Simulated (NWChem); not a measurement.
hydrogen peroxide (H$_{2}$O$_{2}$); SMILES OO

```xyz
4

O      0.0617    -0.7252    -0.0555
O     -0.0617     0.7252    -0.0555
H     -0.7408    -0.9582     0.4443
H      0.7408     0.9582     0.4443
```
Atoms are numbered in this order, from 1.

Computed with NWChem. Pople sets run with spherical d functions. All runs use the structure optimised with B3LYP/6-31G* (spherical d). Ions are spin-unrestricted doublets at the neutral geometry; other ion states weren't tried. Functional: LC-ωPBE (HJS hole) with 6-31G*; rows give the range parameter ω in 1/bohr.

| range parameter (1/bohr) | vertical ionisation energy, ΔSCF (eV) | −ε(HOMO) (eV) | ΔSCF minus −ε(HOMO) (eV) |
|---|---|---|---|
| 0.10 | 10.83 | 7.09 | 3.74 |
| 0.40 | 11.41 | 10.63 | 0.78 |
| 0.50 | 11.65 | 11.39 | 0.26 |
| 0.60 | (withheld) | (withheld) | (withheld) |
| 0.80 | 12.15 | 12.80 | -0.65 |

Task: Some entries are withheld; supply them.

Result: 
- 0.60, vertical ionisation energy, ΔSCF (eV): 11.86
- 0.60, −ε(HOMO) (eV): 11.98
- 0.60, ΔSCF minus −ε(HOMO) (eV): -0.12
